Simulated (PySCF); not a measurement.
C₄H₆S.
Z-matrix (Å and degrees, PBE0-D3(BJ)/def2-SVP geometry), rows numbered from 1:
```
C 
S   1  1.8091
C   2  1.7116  1  100.69
C   3  1.3037  2  150.80  1  -179.79
C   3  1.4989  2  144.92  1    -0.24
H   1  1.0980  2  111.06  3    61.27
H   1  1.0985  2  106.16  3   179.77
H   1  1.0980  2  111.06  3   -61.73
H   4  1.0847  3  150.40  5  -179.88
H   5  1.1033  3  119.32  4  -106.87
H   5  1.1033  3  119.39  4   106.88
```

Computed with EOM-IP-CCSD/aug-cc-pVDZ in PySCF, restricted Hartree–Fock reference, frozen core, non-relativistic, gas phase, PBE0-D3(BJ)/def2-SVP geometry.

Hartree–Fock orbital energies give these Koopmans values (eV): HOMO 8.42, HOMO-1 11.08, HOMO-2 11.49, HOMO-3 12.80, HOMO-4 14.00, HOMO-5 15.66, HOMO-6 16.02, HOMO-7 16.55.

Problem. What vertical ionisation energies does EOM-IP-CCSD give?

Solution. 
| leading hole (HF orbital) | Koopmans (eV) | EOM-IP-CCSD (eV) | change (eV) | one-hole share |
| --- | --- | --- | --- | --- |
| HOMO | 8.42 | 8.15 | -0.27 | 0.96 |
| HOMO-1 | 11.08 | 10.32 | -0.76 | 0.96 |
| HOMO-2 | 11.49 | 10.69 | -0.80 | 0.94 |
| HOMO-3 | 12.80 | 11.80 | -1.00 | 0.95 |
| HOMO-4 | 14.00 | 12.80 | -1.20 | 0.94 |
| HOMO-5 | 15.66 | 14.47 | -1.19 | 0.94 |
| HOMO-6 | 16.02 | 14.77 | -1.25 | 0.94 |
| HOMO-7 | 16.55 | 15.16 | -1.39 | 0.91 |

Problem. Does the order of the lines follow the orbital energies?

Solution. Yes, no two lines change places. The corrections run from -1.39 to -0.27 eV, with a mean of -0.98 eV over the 8 lines; no line lies above its Koopmans value. Koopmans values leave out both the relaxation of the orbitals and the change in correlation energy.

Problem. At what kinetic energies would He I light (21.22 eV) eject these electrons?

Solution. 13.07 eV (HOMO), 10.90 eV (HOMO-1), 10.53 eV (HOMO-2), 9.42 eV (HOMO-3), 8.42 eV (HOMO-4), 6.75 eV (HOMO-5), 6.45 eV (HOMO-6), 6.06 eV (HOMO-7).

One root was sought for each valence orbital with −ε under 21 eV, eight at most, so deeper holes and satellites are missing; no vibrational structure.

One conformer stands for the species.
